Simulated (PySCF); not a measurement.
PySCF input (BP86/6-31G* (5d)):

```python
from pyscf import gto, dft

mol = gto.M(
    atom='''
    C     1.17148061   -0.30103000   -0.02185938
    C     0.00707414    0.65997832   -0.12802736
    N    -1.27918118   -0.05648449    0.03431982
    H     2.13081144    0.22925184    0.07838298
    H     1.10795195   -1.02382691    0.85462919
    H     1.26619138   -0.95524367   -0.90428970
    H     0.08038441    1.35802371    0.72559417
    H    -1.20429109   -0.82735961    0.73657031
    H    -1.49810838   -0.53914382   -0.83180536
    ''',
    basis='6-31g*',
    charge=-1,
    spin=0,
    verbose=4,
)

mf = dft.RKS(mol, xc='bp86')
mf.grids.level = 3
mf.conv_tol = 1e-9
mf.max_cycle = 100
mf.max_memory = 1500
mf.kernel()
if not mf.converged:
    mf = mf.newton()
    mf.kernel(mf.make_rdm1())
mf.dip_moment()
```

Question: What final total energy does it give?

Answer: -134.45562 Eh.
